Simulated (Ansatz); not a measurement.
```yaml
crystal:
  periodic: [false, false, false]
  atoms:
    - {symbol: B, position_ang: [0.259111, 0.272139, -0.102412]}
    - {symbol: H, position_ang: [1.320803, 0.369542, -0.371826]}
    - {symbol: H, position_ang: [-0.430329, 1.135069, -0.064280]}
    - {symbol: O, position_ang: [-0.144423, -0.873938, 0.163799]}
    - {symbol: H, position_ang: [-1.005171, -0.902813, 0.374718]}
basis:
  gaussian: {orbitals: STO-3G, final_grid: {core_spheres: 5, valence_spheres: 4, degree: 11}}
hamiltonian: {xc: {name: PBE}}
correlation: {method: rpa}
scf: {omitted_lower_state_checks: [starts]}
```

```sh
$ ansatz run in.yaml --threads 4 --pin off --events-out ev --progress --plain --max-ram 3916MiB
```

Output, abridged:

```
Functional definition: PBE
176 factors; integrals over basis functions are off by at most 7.9e-5 eV
mean field evaluation 1: about -2730.8811 eV, gradient 7.5e0 eV
mean field evaluation 2: about -2730.8574 eV, gradient 7.5e0 eV
mean field evaluation 4: about -2731.0597 eV, gradient 2.0e0 eV
mean field evaluation 8: about -2731.0708 eV, gradient 2.8e-3 eV
mean field -2731.07083648 eV, -100.3650020545 hartree, gradient 4.6e-6 eV, S^2 0.000000; 0 other end points of the search recorded, 0 dependent functions left out
2 core orbitals not correlated: weight in the atoms' cores, before any rotation towards them, 1.000 or more for the frozen orbitals, at most 0.000 for the correlated occupied ones
reference -2719.73484028 eV, -99.9484118776 hartree; 6, 6 occupied and 5, 5 virtual orbitals, 176 factors
Total energy: -2724.12236565 eV, -100.1096504614 hartree
Checks for a lower state left out: starts
```

Correlated methods freeze 2 core orbitals.
